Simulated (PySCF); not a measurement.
**How methods differ on the ionisation energy of N**

N [He] 2s2 2p3 (4S) → N⁺ [He] 2s2 2p2 (3P), as a difference of total energies. All numbers are calculated (PySCF 2.14, scalar relativity by spin-free X2C-1e, in aug-cc-pVDZ-DK (4s3p2d, 23 functions)). Correlated levels: valence: 1s2 frozen. The calculations carry no spin-orbit coupling.

```json
{"method": "UHF", "ionisation energy (eV)": "13.922"}
{"method": "TPSS", "ionisation energy (eV)": "14.673"}
{"method": "r2SCAN", "ionisation energy (eV)": "14.843"}
{"method": "MP2 (valence)", "ionisation energy (eV)": "14.471"}
{"method": "SCS-MP2 (valence)", "ionisation energy (eV)": "14.253"}
{"method": "CCSD (valence)", "ionisation energy (eV)": "14.340"}
{"method": "CCSD(T) (valence)", "ionisation energy (eV)": "14.350"}
```

Errors of the correlated levels include the incompleteness of this basis and the frozen core.

Q: Which method comes closest to the reference value, and which is furthest?

A: The reference is 14.545 eV (measured; NIST levels, between the centres of gravity of the two terms). Closest: MP2 (valence) (error -0.074 eV); furthest: UHF (error -0.623 eV).
